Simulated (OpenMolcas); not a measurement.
# A workflow on triplet OH−

Aim: a single-point energy (UHF/3-21G), then the energy (CASSCF(2,2)/3-21G), then the energy (CASPT2(2,2)/3-21G), then a single-point energy (SC-NEVPT2(2,2)/3-21G), then a single-point energy (MRCI(2,2)/3-21G) of triplet OH−. 

The results are computed with OpenMolcas 26.06.

## 1. Starting point

OH−: 2 atoms, total charge -1, spin state triplet. SMILES of the parent species: `[OH-]`. The coordinates come from a PBE0-D4/def2-TZVPD relaxation. That shape belongs to the parent species and isn't relaxed for this state.

Bond lengths: O1–H2 0.964 Å.

## 2. The energy at UHF/3-21G (run 1)

Contents of coord.xyz:

```xyz
2

O      0.411800    -0.131800     0.212500
H     -0.411800     0.131800    -0.212500
```

Contents of step1.inp:

```
* HO Hartree-Fock

&GATEWAY
  BasLib=$CurrDir
  Coord=coord.xyz
  Basis=3-21G
  Group=NoSym

&SEWARD

&SCF
  UHF
  Charge=-1
  Spin=3
  Scramble=0.25
  PrOrbitals=1 1
```

The basis set 3-21G is read from a file made from the Basis Set Exchange's data (not shown).

Command:

```sh
$ export MOLCAS_MEM=1860
$ pymolcas step1.inp > step1.log
```

The program printed:

```text
--- Start Module: gateway ---
[...]
--- Stop Module: gateway /rc=_RC_ALL_IS_WELL_ ---
--- Start Module: seward ---
[...]
      Basis functions           11
--- Stop Module: seward /rc=_RC_ALL_IS_WELL_ ---
--- Start Module: scf ---
[...]
       Convergence after  14 Iterations
[...]
::    Total SCF energy                                -74.7119494648
[...]
      Total spin, S                                     1.0010433743
[...]
      Total electronic charge=   10.000000
      Total            charge=   -1.000000
[...]
      Dipole Moment (debye):
      Origin of the operator (angstrom)=    0.3630   -0.1162    0.1873
                   X=  2.1562E+00               Y= -6.9013E-01               Z=  1.1127E+00           Total=  2.5226E+00
      Center of Charge (angstrom)
[...]
--- Stop Module: scf /rc=_RC_ALL_IS_WELL_ ---
[...]
```

Wall time 1.7 s (1 thread of Arm Neoverse V1, shared host); peak memory 0.37 GiB.

## 3. A single-point energy at CASSCF(2,2)/3-21G (run 2)

coord.xyz is that of step 2.

Contents of step2.inp:

```
* HO CASSCF

&GATEWAY
  BasLib=$CurrDir
  Coord=coord.xyz
  Basis=3-21G
  Group=NoSym

&SEWARD

&RASSCF
  FileOrb=$CurrDir/step1.UnaOrb
  Spin=3
  Nactel=2 0 0
  Inactive=4
  Ras2=2
  OrbListing=Nothing
  OrbAppear=Compact
```

The basis set 3-21G is read from a file made from the Basis Set Exchange's data (not shown).

Command:

```sh
$ export MOLCAS_MEM=1860
$ pymolcas step2.inp > step2.log
```

The program printed:

```text
--- Start Module: gateway ---
[...]
--- Stop Module: gateway /rc=_RC_ALL_IS_WELL_ ---
--- Start Module: seward ---
[...]
      Basis functions           11
--- Stop Module: seward /rc=_RC_ALL_IS_WELL_ ---
--- Start Module: rasscf ---
[...]
      Number of active orbitals                  2
[...]
      Spin quantum number                      1.0
[...]
      Active orbitals                            2
[...]
      Number of CSFs                             1
[...]
      Number of root(s) required                 1
[...]
      Convergence after  9 iterations
[...]
      printout of CI-coefficients larger than  0.05 for root  1
      energy=     -74.709360
      conf/sym  11     Coeff  Weight
             1  uu   1.00000 1.00000
      Natural orbitals and occupation numbers for root  1
      sym 1:   1.000000   1.000000
      ************************************************************************************************************************
      *                                                    Final results                                                     *
[...]
::    RASSCF root number  1 Total energy:    -74.70936031
[...]
      Total electronic charge=   10.000000
      Total            charge=   -1.000000
[...]
      Dipole Moment (debye):
      Origin of the operator (angstrom)=    0.3630   -0.1162    0.1873
                   X=  2.1292E+00               Y= -6.8148E-01               Z=  1.0987E+00           Total=  2.4911E+00
      Center of Charge (angstrom)
[...]
--- Stop Module: rasscf /rc=_RC_ALL_IS_WELL_ ---
[...]
```

Wall time 1.7 s (1 thread of Arm Neoverse V1, shared host); peak memory 0.37 GiB.

## 4. A single-point energy at CASPT2(2,2)/3-21G (run 3)

coord.xyz is that of step 3.

Contents of step3.input:

```
&GATEWAY
 BasLib=$CurrDir
 Coord=coord.xyz
 Basis=3-21G
 Group=NoSym

&SEWARD

&RASSCF
 FileOrb=$CurrDir/step2.RasOrb
 Spin=3
 Nactel=2 0 0
 Inactive=4
 Ras2=2
 OrbListing=Nothing
 OrbAppear=Compact

&CASPT2
 Imaginary=0.1
 Frozen=1
```

The basis set 3-21G is read from a file made from the Basis Set Exchange's data (not shown).

Command:

```sh
$ export MOLCAS_MEM=1860
$ pymolcas step3.input > step3.log
```

The program printed:

```text
--- Start Module: gateway ---
[...]
--- Stop Module: gateway /rc=_RC_ALL_IS_WELL_ ---
[...]
      Basis functions           11
[...]
--- Start Module: rasscf ---
[...]
      Number of active orbitals                  2
[...]
      Spin quantum number                      1.0
[...]
      Active orbitals                            2
[...]
      Number of CSFs                             1
[...]
      Number of root(s) required                 1
[...]
      Convergence after  4 iterations
[...]
      printout of CI-coefficients larger than  0.05 for root  1
      energy=     -74.709360
      conf/sym  11     Coeff  Weight
             1  uu   1.00000 1.00000
      Natural orbitals and occupation numbers for root  1
      sym 1:   1.000000   1.000000
      ************************************************************************************************************************
      *                                                    Final results                                                     *
[...]
::    RASSCF root number  1 Total energy:    -74.70936031
[...]
      Total electronic charge=   10.000000
      Total            charge=   -1.000000
[...]
      Dipole Moment (debye):
      Origin of the operator (angstrom)=    0.3630   -0.1162    0.1873
                   X=  2.1292E+00               Y= -6.8148E-01               Z=  1.0987E+00           Total=  2.4911E+00
      Center of Charge (angstrom)
[...]
--- Stop Module: rasscf /rc=_RC_ALL_IS_WELL_ ---
--- Start Module: caspt2 ---
[...]
 ###    WARNING: User changed nr of frozen orbitals.                         ###
 ###############################################################################
[...]
      E2 (Variational):          -0.0826938075
      Total energy:             -74.7920541172
[...]
      Reference weight:           0.98235
[...]
::    CASPT2 Root  1     Total energy:    -74.79205412
[...]
--- Stop Module: caspt2 /rc=_RC_ALL_IS_WELL_ ---
[...]
```

It took 1.8 s on 1 thread of Arm Neoverse V1, shared host; peak memory 0.37 GiB.

## 5. A single-point energy at SC-NEVPT2(2,2)/3-21G (run 4)

coord.xyz is that of step 4.

Contents of step4.inp:

```
* HO NEVPT2
&GATEWAY
BasLib=$CurrDir
Coord=coord.xyz
Basis=3-21G
Group=NoSym
&SEWARD
&RASSCF
FileOrb=$CurrDir/step2.RasOrb
Spin=3
Nactel=2 0 0
Inactive=4
Ras2=2
OrbListing=Nothing
OrbAppear=Compact
&CASPT2
SC-NEVPT2
Frozen=1
```

The basis set 3-21G is read from a file made from the Basis Set Exchange's data (not shown).

Command:

```sh
$ export MOLCAS_MEM=1860
$ pymolcas step4.inp > step4.log
```

The program printed:

```text
--- Start Module: gateway ---

                                              &GATEWAY

                       available to each process: 1.9 GB of memory, 1 thread

 Basis Set     1 Label: O.3-21G
 Basis set is read from library:.
 basistype.tbl is not found

 Basis Set     2 Label: H.3-21G
 Basis set is read from library:.
 basistype.tbl is not found

++    Symmetry information:
      ---------------------

                    Character Table for C1

                             E
                    a        1  x, y, xy, Rz, z, xz, Ry, yz, Rx, I
--

++    Basis set information:
      ----------------------

      Basis set label: O.3-21G.........

[... 151 lines left out ...]
                                         RASSCF iterations: Energy and convergence statistics
[... 19 lines left out ...]
      printout of CI-coefficients larger than  0.05 for root  1
[... 4 lines left out ...]
      Natural orbitals and occupation numbers for root  1
[... 10 lines left out ...]
      RASSCF energy for state  1                    -74.70936031
[... 13 lines left out ...]
      Von Neumann Entropy (Root   1) =  1.00000
[... 59 lines left out ...]
      Spin density orbitals for root   1 are written to the SPDORB.1 file
[... 74 lines left out ...]
 Compute H0 matrices for state    1
[... 4 lines left out ...]
********************************************************************************
  NEVPT2 EQUATION SOLUTION
--------------------------------------------------------------------------------
 ###############################################################################
 ###    Location: AixRd                                                      ###
 ###    File: LUCIEX                                                         ###
 ###    Premature abort while reading buffer from disk                       ###
 ###    End of file reached                                                  ###
 ###############################################################################

--- Stop Module: caspt2 /rc=-6 ---

.########################.
.# Non-zero return code #.
.########################.

    Timing: Wall=1.49 User=1.13 System=0.35
```

It took 1.7 s on 1 thread of Arm Neoverse V1, shared host; peak memory 0.37 GiB.

The program stopped with an error.

## 6. A single-point energy at MRCI(2,2)/3-21G (run 5)

coord.xyz is that of step 5.

Contents of step5.input:

```
* HO MRCI

&GATEWAY
 BasLib = $CurrDir
 Coord = coord.xyz
 Basis = 3-21G
 Group = NoSym

&SEWARD

&RASSCF
 FileOrb = $CurrDir/step2.RasOrb
 Spin = 3
 Nactel = 2 0 0
 Inactive = 4
 Ras2 = 2
 OrbListing = Nothing
 OrbAppear = Compact

&MOTRA
 LumOrb
 Frozen = 1

&GUGA
 Electrons = 8
 Spin = 3
 Inactive = 3
 Active = 2
 CIAll = 1

&MRCI
 SDCI
```

The basis set 3-21G is read from a file made from the Basis Set Exchange's data (not shown).

Command:

```sh
$ export MOLCAS_MEM=1860
$ pymolcas step5.input > step5.log
```

The program printed:

```text
--- Start Module: gateway ---
[...]
--- Stop Module: gateway /rc=_RC_ALL_IS_WELL_ ---
[...]
      Basis functions           11
[...]
      Number of active orbitals                  2
[...]
      Spin quantum number                      1.0
[...]
      Active orbitals                            2
[...]
      Number of CSFs                             1
[...]
      Number of root(s) required                 1
[...]
      Convergence after  4 iterations
[...]
      printout of CI-coefficients larger than  0.05 for root  1
      energy=     -74.709360
      conf/sym  11     Coeff  Weight
             1  uu   1.00000 1.00000
      Natural orbitals and occupation numbers for root  1
      sym 1:   1.000000   1.000000
      ************************************************************************************************************************
      *                                                    Final results                                                     *
[...]
::    RASSCF root number  1 Total energy:    -74.70936031
[...]
      Dipole Moment (debye):
      Origin of the operator (angstrom)=    0.3630   -0.1162    0.1873
                   X=  2.1292E+00               Y= -6.8148E-01               Z=  1.0987E+00           Total=  2.4911E+00
      Center of Charge (angstrom)
[...]
      *** WARNING: Default frozen orbitals is overwritten by user input.
      *** Default values:   1
[...]
--- Start Module: guga ---
[...]
--- Stop Module: guga /rc=_RC_ALL_IS_WELL_ ---
--- Start Module: mrci ---
[...]
       (But an ACPF correction will be computed)
       USE THE DEFAULT ACPF G-VALUE GFAC=  0.25000000000000000
[...]
                      CI ENERGY:   -74.79595145
[...]
                ACPF CORRECTION:    -0.00132486
[...]
      Total electronic charge=   10.000000
      Total            charge=   -1.000000
[...]
     ACPF CORRECTION:     -0.00132486
[...]
  CI State   1     Total energy:    -74.79595145     QDav:     -0.00177554     QACPF:     -0.00132486
[...]
--- Stop Module: mrci /rc=_RC_ALL_IS_WELL_ ---
[...]
```

Wall time 1.8 s (1 thread of Arm Neoverse V1, shared host); peak memory 0.37 GiB.

## 7. Results

| quantity | value |
| --- | --- |
| run 1, UHF/3-21G: total energy | -74.71195 Eh |
| run 1, UHF/3-21G: HOMO energy (highest over α and β) | 6.67 eV |
| run 1, UHF/3-21G: LUMO energy (lowest over α and β) | 15.21 eV |
| run 1, UHF/3-21G: ⟨S²⟩ | 2.003 |
| run 2, CASSCF(2,2)/3-21G: total energy | -74.70936 Eh |
| run 3, CASPT2(2,2)/3-21G: total energy | -74.79205 Eh |
| run 5, MRCI(2,2)/3-21G: total energy | -74.79595 Eh |
| run 4, SC-NEVPT2(2,2)/3-21G | no result (crashed) |

**Reading.** The HOMO (run 1, UHF/3-21G) lies at positive energy, 6.67 eV: the electron is unbound at this level or held by a compact basis; values depend on the basis. 1 of the 5 runs did not end normally.
